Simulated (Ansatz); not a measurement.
Process, species as SMILES: ClCCl → C atom + 2 Cl atom + 2 H atom
B3LYP-D3(BJ)/def2-TZVP geometries, fixed; electronic energies without zero-point terms.
Largest species:
```
C
H 1 1.0832
H 1 1.0832 2 111.91
Cl 1 1.7804 2 108.02 3 118.77
Cl 1 1.7804 2 108.02 3 -118.77
```

Effect of a fitting basis named in the input at PBE/def2-TZVPP with Ansatz (a program for electronic structure), against the last row, where the atomisation energy is 380.83 kcal/mol. Open shells are unrestricted. The default fits or decomposes integrals by the program's own choice; accuracy: high also tightens integrals, grids and stops.

```csv
setting,largest shift of a total energy (mEh),shift of the atomisation energy (kcal/mol)
fitting: def2-SV(P)-JKFIT,-0.060,-0.018
fitting: def2-universal-JKFIT,-0.060,-0.018
fitting: cc-pVTZ-JKFIT,-0.031,0.012
fitting: cc-pVQZ-JKFIT,-0.011,-0.001
fitting: cc-pV5Z-JKFIT,-0.009,-0.002
fitting: def2-universal-JFIT,-0.128,0.031
accuracy: high,0.000,0.000
accuracy: medium (default),0.000,0.000
```

Within 0.02 kcal/mol in the atomisation energy: fitting: def2-SV(P)-JKFIT; fitting: def2-universal-JKFIT; fitting: cc-pVTZ-JKFIT; fitting: cc-pVQZ-JKFIT; fitting: cc-pV5Z-JKFIT; accuracy: high. The largest shift is 0.128 mEh in a total energy and 0.031 kcal/mol in the difference.
